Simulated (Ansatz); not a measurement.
OH⁻ beside CH5N: one fragment in the basis of the whole pair (the partner's atoms are ghosts).

The input file, in.yaml:

```yaml
crystal:
  periodic: [false, false, false]
  atoms:
    - {symbol: C, position_ang: [0.419043, -0.240369, 1.070859]}
    - {symbol: N, position_ang: [-0.722297, 0.239396, 0.327455]}
    - {symbol: H, position_ang: [1.369047, 0.290632, 0.871547]}
    - {symbol: H, position_ang: [0.598466, -1.289711, 0.811965]}
    - {symbol: H, position_ang: [0.248573, -0.205069, 2.158498]}
    - {symbol: H, position_ang: [-0.493700, 0.180278, -0.727586]}
    - {symbol: H, position_ang: [-0.845845, 1.228819, 0.517216]}
basis:
  gaussian:
    orbitals: "def2-QZVPPD.json"
    ghost_atoms:
      - {symbol: O, position_ang: [0.006738, 0.175269, -2.253607]}
      - {symbol: H, position_ang: [-0.580025, -0.379247, -2.776149]}
correlation: {method: mp2}
```

The basis file named in the input lies beside it (Basis Set Exchange, JSON).

Run by:

```bash
ansatz run in.yaml --threads 4 --pin off --events-out ev --progress --plain --max-ram 9574MiB
```

Output of Ansatz 0.2.0:

```
Functional definition: HF
  name "HF"
  cite "Fock, Z. Phys. 61, 126 (1930) doi:10.1007/BF01340294"
  parent pbe
  exchange = exact_x
  correlation = 0
2255 factors; integrals over basis functions are off by at most 1.0e-3 eV
mean field evaluation 1: about -2589.7806 eV, gradient 3.2e1 eV
mean field evaluation 2: about -2589.7808 eV, gradient 3.2e1 eV
mean field evaluation 4: about -2592.0305 eV, gradient 2.7e0 eV
mean field evaluation 8: about -2592.0572 eV, gradient 4.4e-4 eV
mean field -2592.05721697 eV, -95.2563457641 hartree, gradient 7.0e-6 eV, S^2 0.000000; 0 other end points of the search recorded, 0 dependent functions left out
2 core orbitals not correlated: weight in the atoms' cores, before any rotation towards them, 1.000 or more for the frozen orbitals, at most 0.000 for the correlated occupied ones
reference -2592.05721697 eV, -95.2563457641 hartree; 7, 7 occupied and 381, 381 virtual orbitals, 2255 factors
second order -11.78231391 eV of doubles, -0.00000000 eV of singles
Total energy: -2603.83953088 eV, -95.6893378141 hartree
```

The run took 14 s on 4 CPU threads of an Arm Neoverse N1 (shared host), with 1.7 GiB of host memory at its peak.
